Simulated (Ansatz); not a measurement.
C3H5FO can be A, `FC1CCO1`, or B, `CO/C=C/F`.

Gas-phase electronic energies from Ansatz, PBE0-D4/def2-TZVP geometries. CCSD(T)/CBS adds triple-zeta CCSD(T) − MP2 to the extrapolated MP2 energy (def2 sets, frozen cores). Functionals use def2-TZVPP. B3LYP here is the variant with VWN-RPA as its local correlation; programs differ in this. One conformer a species, not always the lowest.

Question: Which is lower in electronic energy at CCSD(T)/CBS, and by how much? (Estimate.)

Answer: Ansatz gave: A, by 48.0 kJ/mol.

Question: Give E(B) − E(A) in kJ/mol with B3LYP-D4, r2SCAN-D4, MP2/def2-TZVPP, B2PLYP, PBE0-D4, CCSD/def2-TZVPP, CCSD(T)/def2-TZVPP. (An estimate is asked.)

Answer: Ansatz gave: B3LYP-D4 32.1, r2SCAN-D4 44.0, MP2/def2-TZVPP 55.0, B2PLYP 39.4, PBE0-D4 54.5, CCSD/def2-TZVPP 51.6, CCSD(T)/def2-TZVPP 49.6. None reverses the order clearly.

Largest T1 diagnostic: 0.012.

In def2-TZVPP, CCSD(T) changes the Hartree–Fock value by +6.8 kJ/mol (the triples alone add −2.0 kJ/mol) and MP2 by +12.2 kJ/mol. From PBE to PBE0 (25 % exact exchange), in def2-TZVPP and without D4, E(B) − E(A) moves by +10.7 kJ/mol.
